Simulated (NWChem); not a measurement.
Everything below was run with NWChem. System: NO2, charge 1, spin multiplicity 1, at the geometry of a parent with another charge or spin, in a state set for the comparison that need not be this species' ground state. Level: RHF/def2-TZVP.

Job file:

```
start mol
memory heap 200 mb stack 900 mb global 1100 mb
charge 1
geometry units angstroms nocenter noautoz
  O     -1.099437     0.000000     0.139935
  N      0.000000     0.000000    -0.319852
  O      1.099437     0.000000     0.139935
  symmetry group C2v
end
basis spherical
  * library def2-tzvp
end
scf
  rhf
  nopen 0
  maxiter 100
  thresh 1e-7
  semidirect memsize 60000000 filesize 0
end
task scf energy
```

NWChem printed:

```
             Northwest Computational Chemistry Package (NWChem) 7.3.0
             --------------------------------------------------------

                                NWChem Input Module
                                -------------------

 Scaling coordinates for geometry "geometry" by  1.889725989
 (inverse scale =  0.529177249)

 Turning off AUTOSYM since
 SYMMETRY directive was detected!

                             Geometry "geometry" -> ""
                             -------------------------

 Output coordinates in angstroms (scale by  1.889725989 to convert to a.u.)

  No.       Tag          Charge          X              Y              Z
 ---- ---------------- ---------- -------------- -------------- --------------
    1 O                    8.0000    -1.09943700     0.00000000     0.13993500
    2 N                    7.0000     0.00000000     0.00000000    -0.31985200
    3 O                    8.0000     1.09943700     0.00000000     0.13993500

 Effective nuclear repulsion energy (a.u.)      65.1357033684

            Nuclear Dipole moment (a.u.)
            ----------------------------
        X                 Y               Z
 ---------------- ---------------- ----------------
     0.0000000000     0.0000000000    -0.0000075589

      Symmetry information
      --------------------

 Group name             C2v
 Group number             16
 Group order               4
 No. of unique centers     2

      Symmetry unique atoms

     1    2


 Summary of "ao basis" -> "" (spherical)
 ------------------------------------------------------------------------------
       Tag                 Description            Shells   Functions and Types
 ---------------- ------------------------------  ------  ---------------------
 *                         def2-tzvp                  on all atoms

 Summary of "ao basis" -> "ao basis" (spherical)
 ------------------------------------------------------------------------------
       Tag                 Description            Shells   Functions and Types
 ---------------- ------------------------------  ------  ---------------------
 O                         def2-tzvp                11       31   5s3p2d1f
 N                         def2-tzvp                11       31   5s3p2d1f

                                 NWChem SCF Module
                                 -----------------

  ao basis        = "ao basis"
  functions       =    93
  atoms           =     3
  closed shells   =    11
  open shells     =     0
  charge          =   1.00
  wavefunction    = RHF
  use symmetry    = T
  symmetry adapt  = T

 Summary of "ao basis" -> "ao basis" (spherical)
 ------------------------------------------------------------------------------
       Tag                 Description            Shells   Functions and Types
 ---------------- ------------------------------  ------  ---------------------
 O                         def2-tzvp                11       31   5s3p2d1f
 N                         def2-tzvp                11       31   5s3p2d1f

      Symmetry analysis of basis
      --------------------------

        a1         35
        a2         13
        b1         28
        b2         17

 Forming initial guess at       0.1s

      Superposition of Atomic Density Guess
      -------------------------------------

 Sum of atomic energies:        -203.88016631

 Renormalizing density from      23.00 to     22

      Non-variational initial energy
      ------------------------------

 Total energy =    -198.814747
 1-e energy   =    -391.619387
 2-e energy   =     127.668937
 HOMO         =      -0.885998
 LUMO         =      -0.633676

      Symmetry analysis of molecular orbitals - initial
      -------------------------------------------------

  Numbering of irreducible representations:

     1 a1          2 a2          3 b1          4 b2

  Orbital symmetries:

     1 b1          2 a1          3 a1          4 a1          5 b1
     6 a1          7 b1          8 b2          9 a1         10 a2
    11 b1         12 a1         13 b2         14 a1         15 a1
    16 b1         17 b2         18 a1         19 b1         20 a1
    21 b1

 Starting SCF solution at       0.9s

 ----------------------------------------------
         Quadratically convergent ROHF

 Convergence threshold     :          1.000E-07
 Maximum no. of iterations :          100
 Final Fock-matrix accuracy:          1.000E-09
 ----------------------------------------------

              iter       energy          gnorm     gmax       time
             ----- ------------------- --------- --------- --------
                 1     -203.5057608135  2.04D+00  6.52D-01      0.9
                 2     -203.6634032567  3.86D-01  9.29D-02      1.0
                 3     -203.6716663027  1.53D-02  6.90D-03      1.2
                 4     -203.6717125082  1.04D-04  3.22D-05      1.4
                 5     -203.6717125093  1.71D-09  4.85D-10      1.9

       Final RHF  results
       ------------------

         Total SCF energy =   -203.671712509301
      One-electron energy =   -399.704957741546
      Two-electron energy =    130.897541863799
 Nuclear repulsion energy =     65.135703368446

        Time for solution =      1.0s

       Symmetry analysis of molecular orbitals - final
       -----------------------------------------------

  Numbering of irreducible representations:

     1 a1          2 a2          3 b1          4 b2

  Orbital symmetries:

     1 b1          2 a1          3 a1          4 a1          5 b1
     6 a1          7 a1          8 b1          9 b2         10 a2
    11 b1         12 a1         13 b2         14 a1         15 b1
    16 a1         17 b2         18 a1         19 b1         20 a1
    21 a2

             Final eigenvalues
             -----------------

              1
    1  -21.1105
    2  -21.1104
    3  -16.3096
    4   -2.0481
    5   -1.8691
    6   -1.2830
    7   -1.1467
    8   -1.1454
    9   -1.1397
   10   -0.9046
   11   -0.8877
   12   -0.3949
   13   -0.2832
   14    0.0106
   15    0.1066
   16    0.1069
   17    0.1542
   18    0.1842
   19    0.2645
   20    0.3043
   21    0.3405

                       ROHF Final Molecular Orbital Analysis
                       -------------------------------------

 Vector    9  Occ=2.000000D+00  E=-1.139750D+00  Symmetry=b2
              MO Center=  8.9D-15,  1.9D-16, -5.9D-02, r^2= 1.2D+00
   Bfn.  Coefficient  Atom+Function         Bfn.  Coefficient  Atom+Function
  ----- ------------  ---------------      ----- ------------  ---------------
    38      0.304573  2 N  py                41      0.281778  2 N  py
     7      0.246577  1 O  py                69      0.246577  3 O  py
    10      0.220475  1 O  py                72      0.220475  3 O  py

 Vector   10  Occ=2.000000D+00  E=-9.045864D-01  Symmetry=a2
              MO Center= -1.0D-14,  6.3D-18,  1.1D-01, r^2= 1.7D+00
   Bfn.  Coefficient  Atom+Function         Bfn.  Coefficient  Atom+Function
  ----- ------------  ---------------      ----- ------------  ---------------
     7      0.349694  1 O  py                69     -0.349694  3 O  py
    10      0.316617  1 O  py                72     -0.316617  3 O  py
    13      0.152533  1 O  py                75     -0.152533  3 O  py

 Vector   11  Occ=2.000000D+00  E=-8.876527D-01  Symmetry=b1
              MO Center= -3.7D-16,  4.0D-18,  1.0D-01, r^2= 1.7D+00
   Bfn.  Coefficient  Atom+Function         Bfn.  Coefficient  Atom+Function
  ----- ------------  ---------------      ----- ------------  ---------------
     8      0.299192  1 O  pz                70     -0.299192  3 O  pz
    11      0.274061  1 O  pz                73     -0.274061  3 O  pz
     6      0.186213  1 O  px                68      0.186213  3 O  px
     9      0.175708  1 O  px                71      0.175708  3 O  px

 Vector   12  Occ=0.000000D+00  E=-3.948974D-01  Symmetry=a1
              MO Center=  1.4D-15,  2.6D-16, -1.7D-01, r^2= 1.6D+00
   Bfn.  Coefficient  Atom+Function         Bfn.  Coefficient  Atom+Function
  ----- ------------  ---------------      ----- ------------  ---------------
    36      0.468827  2 N  s                 39     -0.304815  2 N  pz
    42     -0.287835  2 N  pz                 8      0.281404  1 O  pz
    70      0.281404  3 O  pz                11      0.258401  1 O  pz
    73      0.258401  3 O  pz                14      0.235395  1 O  pz
    76      0.235395  3 O  pz                35      0.173506  2 N  s

 Vector   13  Occ=0.000000D+00  E=-2.831992D-01  Symmetry=b2
              MO Center=  3.6D-16, -2.3D-16, -1.2D-01, r^2= 1.4D+00
   Bfn.  Coefficient  Atom+Function         Bfn.  Coefficient  Atom+Function
  ----- ------------  ---------------      ----- ------------  ---------------
    41      0.417540  2 N  py                38      0.403040  2 N  py
    44      0.394024  2 N  py                13     -0.289111  1 O  py
    75     -0.289111  3 O  py                 7     -0.266098  1 O  py
    69     -0.266098  3 O  py                10     -0.245140  1 O  py
    72     -0.245140  3 O  py

 Vector   14  Occ=0.000000D+00  E= 1.059454D-02  Symmetry=a1
              MO Center= -5.0D-16,  3.8D-16,  9.6D-03, r^2= 3.3D+00
   Bfn.  Coefficient  Atom+Function         Bfn.  Coefficient  Atom+Function
  ----- ------------  ---------------      ----- ------------  ---------------
    36      4.800932  2 N  s                  5     -2.056584  1 O  s
    67     -2.056584  3 O  s                 45      1.265546  2 N  pz
    12     -1.058960  1 O  px                74      1.058960  3 O  px
    35     -0.398710  2 N  s                 42      0.330536  2 N  pz
    39      0.192838  2 N  pz

 center of mass
 --------------
 x =   0.00000000 y =   0.00000000 z =  -0.00009920

 moments of inertia (a.u.)
 ------------------
           7.352844878743           0.000000000000           0.000000000000
           0.000000000000         145.439008769057           0.000000000000
           0.000000000000           0.000000000000         138.086163890314

  Mulliken analysis of the total density
  --------------------------------------

    Atom       Charge   Shell Charges
 -----------   ------   -------------------------------------------------------
    1 O    8     7.93   0.80  1.18  0.63  1.03  0.30  1.70  1.80  0.43  0.01  0.05  0.00
    2 N    7     6.14   0.82  1.16  0.62  0.64  0.03  1.29  1.21  0.17  0.03  0.16  0.02
    3 O    8     7.93   0.80  1.18  0.63  1.03  0.30  1.70  1.80  0.43  0.01  0.05  0.00

       Multipole analysis of the density wrt the origin
       ------------------------------------------------

     L   x y z        total         open         nuclear
     -   - - -        -----         ----         -------
     0   0 0 0      1.000000      0.000000     23.000000

     1   1 0 0      0.000000      0.000000      0.000000
     1   0 1 0     -0.000000      0.000000      0.000000
     1   0 0 1     -0.314225      0.000000     -0.000008

     2   2 0 0     -8.577429      0.000000     69.065053
     2   1 1 0      0.000000      0.000000      0.000000
     2   1 0 1      0.000000      0.000000      0.000000
     2   0 2 0     -9.728916      0.000000      0.000000
     2   0 1 1     -0.000000      0.000000      0.000000
     2   0 0 2     -8.987332      0.000000      3.676218

 Task  times  cpu:        1.9s     wall:        1.9s

 Total times  cpu:        1.9s     wall:        1.9s
```
